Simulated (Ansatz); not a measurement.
One geometry of C2H5NO2 (`NC=C(O)O`), several functionals.

```yaml
crystal:
  periodic: [false, false, false]
  atoms:
    - {symbol: N, position_ang: [-1.359397, -0.519815, -0.169735]}
    - {symbol: C, position_ang: [0.060697, -0.508683, -0.300871]}
    - {symbol: C, position_ang: [0.695581, 0.537482, 0.252730]}
    - {symbol: O, position_ang: [0.048536, 1.508868, 0.886701]}
    - {symbol: O, position_ang: [2.013734, 0.761760, 0.256753]}
    - {symbol: H, position_ang: [-1.839149, -0.491913, -1.060460]}
    - {symbol: H, position_ang: [-1.702716, -1.319538, 0.346897]}
    - {symbol: H, position_ang: [0.606204, -1.294254, -0.815723]}
    - {symbol: H, position_ang: [-0.886523, 1.234869, 0.816241]}
    - {symbol: H, position_ang: [2.445932, 0.040026, -0.209734]}
basis:
  gaussian: {orbitals: def2-TZVPP}
hamiltonian: {xc: {name: BHLYP}, dispersion: d4}
output: {orbitals: {seedname: orbitals}}
```

```sh
$ ansatz run in.yaml --threads 4 --pin off --events-out ev --progress --plain --max-ram 10444MiB
```

Output, abridged:

```
Functional definition: BHLYP
1260 factors; their error is unknown
mean field evaluation 1: about -7731.1770 eV, gradient 6.1e1 eV
mean field evaluation 2: about -7731.8839 eV, gradient 5.8e1 eV
mean field evaluation 4: about -7737.8528 eV, gradient 1.9e0 eV
mean field evaluation 8: about -7737.8602 eV, gradient 3.8e-2 eV
mean field evaluation 16: about -7737.9115 eV, gradient 1.8e-4 eV
mean field -7737.91152622 eV, -284.3630036436 hartree, gradient 3.9e-5 eV, S^2 0.000000; 0 other end points of the search recorded, 0 dependent functions left out
reference -7737.91168307 eV, -284.3630094080 hartree; 20, 20 occupied and 205, 205 virtual orbitals, 1260 factors
Total energy: -7738.08504007 eV, -284.3693801601 hartree
```

Hardware: 4 threads of an Arm Neoverse V1 on a shared host. Wall time 2 s, peak host memory 0.45 GiB.

With the line `hamiltonian: {xc: {name: r2SCAN0}, dispersion: d4}` (abridged; 3.5 s):

```
Functional definition: r2SCAN0
mean field evaluation 16: about -7737.0704 eV, gradient 9.2e-5 eV
mean field -7737.07042093 eV, -284.3320935945 hartree, gradient 2.2e-5 eV, S^2 0.000000
Total energy: -7737.11648263 eV, -284.3337863307 hartree
```

The same input with `hamiltonian: {xc: {name: BLYP}, dispersion: d4}` (abridged; 1.6 s):

```
Functional definition: BLYP
mean field evaluation 16: about -7740.2225 eV, gradient 3.5e-4 eV
mean field -7740.22251484 eV, -284.4479309090 hartree, gradient 7.4e-5 eV, S^2 0.000000
Total energy: -7740.59309044 eV, -284.4615493113 hartree
```

Changing it to `hamiltonian: {xc: {name: revPBE}, dispersion: d4}` (abridged; 1.6 s):

```
Functional definition: revPBE
mean field evaluation 16: about -7739.8995 eV, gradient 1.3e-3 eV
mean field -7739.89948823 eV, -284.4360599001 hartree, gradient 3.0e-5 eV, S^2 0.000000
Total energy: -7740.49325085 eV, -284.4578802739 hartree
```

The same input with `hamiltonian: {xc: {name: PBE-QIDH}}` (abridged; 3.8 s):

```
Functional definition: PBE-QIDH
mean field evaluation 16: about -7722.2477 eV, gradient 1.0e-4 eV
mean field -7722.24769892 eV, -283.7873686079 hartree, gradient 5.8e-6 eV, S^2 0.000000
5 core orbitals not correlated: weight in the atoms' cores, before any rotation towards them, 1.000 or more for the frozen orbitals, at most 0.000 for the correlated occupied ones
second order -30.79766721 eV of doubles, -0.00000000 eV of singles
Total energy: -7732.51359835 eV, -284.1646334535 hartree
```

With the line `hamiltonian: {xc: {name: B3LYP}, dispersion: d4}` and forces (abridged; 3 s):

```
Functional definition: B3LYP
mean field evaluation 16: about -7742.3222 eV, gradient 3.0e-5 eV
mean field -7742.32219652 eV, -284.5250927877 hartree, gradient 3.1e-5 eV, S^2 0.000000
Total energy: -7742.58130378 eV, -284.5346148039 hartree
Atom 0 force    -0.241826    -0.070160    -0.017787 eV/Å
Atom 1 force     0.256830    -0.086126    -0.075617 eV/Å
Atom 2 force    -0.085105    -0.207436    -0.113729 eV/Å
Atom 3 force    -0.215336     0.215395     0.147497 eV/Å
Atom 4 force     0.340188     0.018026    -0.022428 eV/Å
Atom 5 force    -0.035972    -0.009338     0.006566 eV/Å
Atom 6 force    -0.037122    -0.001856    -0.006083 eV/Å
Atom 7 force    -0.035343     0.047690     0.031477 eV/Å
Atom 8 force    -0.022370     0.089996     0.055165 eV/Å
Atom 9 force     0.076056     0.003808    -0.005060 eV/Å
Dipole moment:    -0.173024    -0.543622    -0.302966 e Å
```

B3LYP takes the VWN-RPA correlation (the form of Gaussian; ORCA's B3LYP/G).
